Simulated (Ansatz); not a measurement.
Geometry optimisation, Ansatz 0.2.0, RKS PBE0-D4/6-31G*.

Input file:

```yaml
crystal:
  periodic: [false, false, false]
  atoms:
    - { symbol: "N", position_ang: [-0.2416, 1.1952, 0.6978] }
    - { symbol: C, position_ang: [0.4865, 0.2718, -0.0527] }
    - { symbol: F, position_ang: [0.13004, -1.01771, 0.14372] }
    - { symbol: C, position_ang: [1.06344, 0.51906, -1.3696] }
    - { symbol: O, position_ang: [1.89504, 0.52536, -0.21482] }
    - { symbol: H, position_ang: [-0.4108, 0.9444, 1.6432] }
    - { symbol: H, position_ang: [-1.1858, 1.3229, 0.2723] }
    - { symbol: H, position_ang: [0.88464, 1.52752, -1.80149] }
    - { symbol: H, position_ang: [1.12032, -0.21679, -2.08826] }
basis:
  gaussian: { orbitals: "6-31G*" }
hamiltonian:
  xc: pbe0
  dispersion: d4
relax:
  f_tol: 0.015
  max_steps: 40
```

Command:

```bash
$ ansatz run input.yaml --threads 1 --pin off --max-ram 2048MiB --backend cpu --events-out ev --progress --plain --runs-dir out
```

**Question.** Where does it end, and by what steps?

**Answer.** It converged. After 10 steps the energy has fallen by 0.340 eV; H7 moved furthest, 0.33 Å.

```
step  energy less start (eV)  largest force component (eV/Å)  accepted
   0                  0.0000                           3.778       yes
   1                 -0.2602                           1.267       yes
   2                 -0.3137                           0.399       yes
   3                 -0.3242                           0.169       yes
   4                 -0.3262                           0.253       yes
   5                 -0.3350                           0.334       yes
   6                 -0.3387                           0.245       yes
   7                 -0.3397                           0.039       yes
   8                 -0.3402                           0.031       yes
   9                 -0.3400                           0.040        no
  10                 -0.3404                           0.011       yes
```

```xyz
9
Properties=species:S:1:pos:R:3
N -0.327 1.230 0.604
C 0.417 0.282 -0.116
F 0.034 -1.018 0.102
C 1.057 0.574 -1.388
O 1.780 0.452 -0.140
H -0.140 1.128 1.598
H -1.320 1.080 0.454
H 1.014 1.583 -1.793
H 1.228 -0.240 -2.090
```

Whether the end is a true minimum wasn't checked by a vibrational analysis.

The run took 37 s on 1 thread of Arm Neoverse V2, with other jobs on the host, peak memory 0.16 GiB.
